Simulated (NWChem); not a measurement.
Molecule: C$_{4}$H$_{6}$; SMILES C1C=CC1

```xyz
10

C      0.0000     0.6769     0.8146
C      0.0000    -0.6769     0.8146
C      0.0000    -0.7849    -0.6991
C      0.0000     0.7849    -0.6991
H      0.0000     1.4368     1.6126
H      0.0000    -1.4368     1.6126
H      0.8999    -1.2534    -1.1527
H     -0.8999    -1.2534    -1.1527
H     -0.8999     1.2534    -1.1527
H      0.8999     1.2534    -1.1527
```
Atoms are numbered in this order, from 1.

Program: NWChem. Pople sets run with spherical d functions. Coordinates come from a PBE-D3(BJ)/def2-SVP optimisation. Vertical excitations in the gas phase.

Estimate the computed values for LDA (Slater exchange, VWN5)/6-31+G*, full TDDFT. Quantities: lowest excitation, singlet (eV); oscillator strength of that lowest state; lowest state with f > 0.02, singlet (eV); lowest triplet (eV); orbital gap (eV).

The lowest excitation, singlet (eV) is 6.21 and the oscillator strength of that lowest state comes out as 0.000. The lowest state with f > 0.02, singlet (eV) is 6.48, the lowest triplet (eV) comes out as 4.39 and the orbital gap (eV) comes out as 5.26.
